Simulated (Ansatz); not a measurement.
Calculated with Ansatz (gas phase, PBE0-D4/def2-TZVP geometries, no zero-point term in ΔE). CBS: def2 TZ/QZ extrapolation, frozen cores.

H₂O + H⁺ → `[OH3+]`  (protonation)

```
 species  CCSD(T)/CBS(def2) energy (Eh)
     H₂O                      -76.37685
      H⁺                        0.00000
`[OH3+]`                      -76.65035
```

Question: Work out ΔE.

Answer: ΔE = (-76.65035) − (-76.37685) − (0.00000) = -0.27350 Eh = -718.1 kJ/mol.

Largest T1 diagnostic among the species: 0.008.

From PBE to PBE0 (25 % exact exchange), in def2-TZVPP and without D4, ΔE moves by −6.8 kJ/mol. At CCSD(T), def2-SVP lies −39.8 kJ/mol from the extrapolated value and def2-TZVPP −8.5 kJ/mol.
